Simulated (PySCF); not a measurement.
Phosphaethyne, CHP.
Cartesian coordinates in Å at the GFN2-xTB level; atoms count from 1:
```xyz
3
CHP angstrom
C     -0.159    0.084   -0.003
P      1.382   -0.049   -0.011
H     -1.211    0.175    0.002
```

Level of theory: wB97X-D/def2-SVPD in PySCF (dipole) on a GFN2-xTB geometry, gas phase.

Masses are those of the commonest isotopes; rigid-rotor values at the optimised geometry. 

Problem. What are the moment of inertia and the rotational constant?

Solution. I = 25.333 u·Å², B = 505379 MHz·u·Å²/I = 19949 MHz (0.6654 cm⁻¹, or 0.957 K as hB/k).

Problem. List the first levels of a rigid rotor in a Σ state.

Solution. E(J) = BJ(J+1): J = 1: 1.331, J = 2: 3.993, J = 3: 7.985, J = 4: 13.309, J = 5: 19.963, J = 6: 27.948 cm⁻¹.

Problem. Where do the first rotational lines fall?

Solution. The dipole is 0.43 D; J+1 ← J lies at 2B(J+1): 1 ← 0 at 39.90 GHz, 2 ← 1 at 79.80 GHz, 3 ← 2 at 119.70 GHz, 4 ← 3 at 159.59 GHz, 5 ← 4 at 199.49 GHz, 6 ← 5 at 239.39 GHz.

Problem. Estimate the classical rotational partition function at 50 K, 200 K and 298.15 K.

Solution. Point group C∞v, symmetry number σ = 1; q = kT/(σhB), k/h = 20836.6 MHz/K: 52.2 at 50 K, 209 at 200 K, 311 at 298.15 K.

Stationary, but not proved a minimum. Constants of a rigid frame at the computed geometry: no zero-point averaging, no centrifugal distortion.
